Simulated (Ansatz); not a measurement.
Ansatz (a program for electronic structure) input:

Ansatz 0.2 input:
```yaml
crystal:
  periodic: [false, false, false]
  atoms:
    - {symbol: Na, position_ang: [-0.00000000, -0.00000000, -1.52231061]}
    - {symbol: Cl, position_ang: [0.00000000, 0.00000000, 0.98502451]}
basis:
  gaussian:
    orbitals: def2-SVPD
total_charge: -1
magnetization: {spin_polarized: true, initial_magnetization: 1}
correlation: {method: ccsd_t, electrons: outside_noble_gas}
output: {forces: true}
```

Question: Which total energy does the run end on?

Answer: -621.43159 Eh (CCSD(T)/def2-SVPD). The basis has 45 functions.
